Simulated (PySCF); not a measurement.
Working out the ionisation energy of N

N [He] 2s2 2p3 (4S) → N+ [He] 2s2 2p2 (3P). All numbers are calculated (PySCF 2.14, the spin-free X2C one-electron Hamiltonian (Gaussian nucleus), in dyall-acv3z). Frozen: 1s2; the 19 highest virtual orbitals dropped. Energies in hartree (1 hartree = 27.21139 eV):

| part | N (lower) | N+ (upper) |
| --- | --- | --- |
| UHF | -54.433783 | -53.923365 |
| CCSD correlation | -0.115583 | -0.095367 |
| (T) | -0.002659 | -0.001688 |

**Question.** What does Hartree-Fock give?

**Answer.** (-53.923365) − (-54.433783) = 0.510418 hartree = 13.889 eV.

**Question.** What do CCSD and CCSD(T) give?

**Answer.** The CCSD correlation energies differ by 0.020216 hartree = 0.550 eV and the triples by 0.000971 hartree = 0.026 eV, so CCSD gives 14.439 eV and CCSD(T) 14.465 eV.

Measured between the centres of the two terms (NIST): 14.545 eV, so CCSD(T) (valence) is off by -0.080 eV.

What remains against the reference includes basis incompleteness, the frozen core and higher excitations.
